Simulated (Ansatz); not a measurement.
Basis-set extrapolation for C$_{2}$HFO$_{2}$ (PBE0-D4/def2-TZVP geometry, frozen core, Ansatz). Multiplicity 1, RHF reference.

```json
{"": "HF", "def2-TZVPP": "-325.504875", "def2-QZVPP": "-325.519340"}
{"": "MP2 correlation", "def2-TZVPP": "-0.990352", "def2-QZVPP": "-1.071553"}
{"": "CCSD(T) correlation", "def2-TZVPP": "-1.044307", "def2-QZVPP": "not run"}
```

Energies in hartree. Use E(X) = E(∞) + A·exp(−7.88·√X) for Hartree–Fock and E(X) = E(∞) + B·X^(−2.97) for correlation, with X = 3 and 4, and add CCSD(T) minus MP2 of the smaller set to the MP2 limit.

Question: What is the CCSD(T) energy at the basis-set limit?

Answer: HF limit: -325.519340 + (-0.014465) × 0.13774 = -325.52133. MP2 limit: -1.071553 + (-0.081201) × 0.74074 = -1.13170. Higher-order term: -1.044307 − (-0.990352) = -0.05396. Total: -326.70699 hartree, 99.0 kcal/mol below CCSD(T)/def2-TZVPP.
